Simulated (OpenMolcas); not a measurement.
Predicting a hybrid from its neighbours: CH5Si

CH5Si has 7 atoms, charge 0, and is taken as a doublet. As SMILES, `C[SiH2]`. Geometry: relaxed at PBE0-D4/def2-TZVP.

The dipole moment y, in D, basis aug-cc-pVDZ; a is the functional's share of exact exchange. Programs: OpenMolcas 26.06.

```
functional     program     a  y (D)
  U-revPBE  OpenMolcas     0   0.95
     UTPSS  OpenMolcas     0   0.91
    UB3LYP  OpenMolcas   0.2   0.89
     UPBE0  OpenMolcas  0.25      ?
    UBHLYP  OpenMolcas   0.5   0.85
```

Question: Fit y = c + s·a to the known rows and predict UPBE0.

Answer: 
1. Means of the 4 rows: a = 0.1750, y = 0.900.
2. Σ(Δa)² = 0.1675, Σ(Δa·Δy) = -0.027, so the slope is -0.027/0.1675 = -0.16119.
3. Intercept: 0.900 − (-0.16119) × 0.1750 = 0.928. The largest residual of the fit is 0.022.
4. UPBE0: 0.928 + (-0.16119) × 0.25 = 0.89 D.

The run gave 0.92 D, so the prediction is off by -0.03 D, more than the scatter of the fit.
